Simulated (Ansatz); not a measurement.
# NaPH₂ (triplet): wave-function methods side by side at scale of all distances = 1.277, 6-31G

Aim: climb from Hartree-Fock through coupled cluster and multireference methods for NaPH₂ (triplet) at one geometry and basis, and see what each rung misses.

Program: Ansatz 0.2.0, Gaussian basis. Level of theory: 6-31G, core rule «outside noble gas», up to 10 orbitals frozen. These are calculated values, not measurements.

To be run: UHF; CCSD(T) on ROHF; CCSD(T) on UHF; BCCD(T) on ROHF; CISD; CCSDT(Q) on ROHF; CCSDT(Q) on UHF; CASSCF and MRCISD+Q, 4 electrons in 4 orbitals; CASSCF and NEVPT2, 4 electrons in 4 orbitals; Full CI.

40 further runs of the same task are left out: 19 for a known fault of the program, 14 that didn't finish, 7 set aside as unsound or not needed.

### Step 1. The geometry

The geometry derives from a PBE0/def2-TZVP stationary point (not a proven minimum). All distances are scaled together.

4 atoms, charge 0, spin multiplicity 3.

Atoms are counted from 1 here; the program's logs count them from 0.

No contacts short enough for the rule that draws bonds.

### Step 2. UHF

Contents of in.yaml:

```yaml
crystal:
  periodic: [false, false, false]
  atoms:
    - {symbol: P, position_ang: [0.000000, 0.055022, 1.897033]}
    - {symbol: Na, position_ang: [0.000000, -0.017874, -2.814494]}
    - {symbol: H, position_ang: [0.000000, 0.448724, 3.677300]}
    - {symbol: H, position_ang: [0.000000, -1.731871, 2.222165]}
basis:
  gaussian: {orbitals: 6-31G}
magnetization: {spin_polarized: true, initial_magnetization: 2}
hamiltonian: {xc: hf}
output: {orbitals: {seedname: orbitals}}
```

Launch:

```sh
$ ansatz run in.yaml --threads 1 --pin off --events-out ev --progress --plain --max-ram 2393MiB
```

After this run come: CCSD(T) on ROHF; CCSD(T) on UHF; BCCD(T) on ROHF; CISD; CCSDT(Q) on ROHF; CCSDT(Q) on UHF; CASSCF and MRCISD+Q, 4 electrons in 4 orbitals; CASSCF and NEVPT2, 4 electrons in 4 orbitals; Full CI.

Q: Predict the results of all the runs planned. Wanted: FCI below the RHF energy; RMP2 from FCI; UMP2 from FCI; RCCSD from FCI; RCCSD(T) from FCI; UCCSD(T) from FCI; RCCSDT(Q) from FCI; UCCSDT(Q) from FCI; NEVPT2 pair from FCI.

As calculated:

| quantity | value |
| --- | --- |
| FCI below the RHF energy | -2.4544 eV |
| RMP2 from FCI | +18.55 kcal/mol |
| UMP2 from FCI | +21.44 kcal/mol |
| RCCSD from FCI | +0.94 kcal/mol |
| RCCSD(T) from FCI | +0.25 kcal/mol |
| UCCSD(T) from FCI | +0.34 kcal/mol |
| RCCSDT(Q) from FCI | +0.01 kcal/mol |
| UCCSDT(Q) from FCI | -0.02 kcal/mol |
| NEVPT2 pair from FCI | +11.67 kcal/mol |
| levels within 1 kcal/mol (43 meV) | RCCSD, RCCSD(T), UCCSD(T), BCCD(T), RCCSDT, UCCSDT, RCCSDT(Q), UCCSDT(Q) |
| T1 diagnostic | 0.021 |
| effectively unpaired electrons | 2.12 |

What this shows: RCCSD(T) misses by +0.25 kcal/mol, 0.4 % of the correlation energy. One determinant dominates. These misses are within one basis, not against nature; the frozen cores of restricted and unrestricted runs differ, which can shift their rows.
